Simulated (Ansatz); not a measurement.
System: trigonal Te. Method: PBE (Ansatz, a quantum-chemistry and plane-wave program, plane waves, PAW).

Settings: plane-wave cutoff 500 eV, 12×12×6 k mesh (along the axes of the cell as run), gaussian smearing 0.02 eV, scalar-relativistic PAW data made under PBE.

Cell (relaxed at this level):

```cif
data_Te3
_chemical_formula_sum 'Te3'
_space_group_name_H-M_alt 'P3121'
_space_group_IT_number 152
_space_group_name_Hall 'P 31 2"'
_cell_length_a 4.51855
_cell_length_b 4.51855
_cell_length_c 5.95530
_cell_angle_alpha 90.000
_cell_angle_beta 90.000
_cell_angle_gamma 120.000
loop_
_atom_site_label
_atom_site_type_symbol
_atom_site_symmetry_multiplicity
_atom_site_Wyckoff_symbol
_atom_site_fract_x
_atom_site_fract_y
_atom_site_fract_z
_atom_site_occupancy
Te1 Te 3 a 0.73165 0.73165 0.00000 1
```

Task: Give the computed band gap.

Result: 
* **band gap**: 0.23 eV (on the SCF k mesh)

Measured, for comparison: band gap 0.33 eV (temperature not stated, not corrected to a static lattice, compiled measured gap; kind and temperature not stated; as tabulated in Kothakonda et al. (2022), arXiv:2208.02841).

Note: the cell comes from a level without a dispersion term, which matters for the spacing of layers, chains or molecules.

Spin–orbit coupling is not included; with these elements it can move the gap by several tenths of an eV or more.

Static lattice: no zero-point or thermal effects.
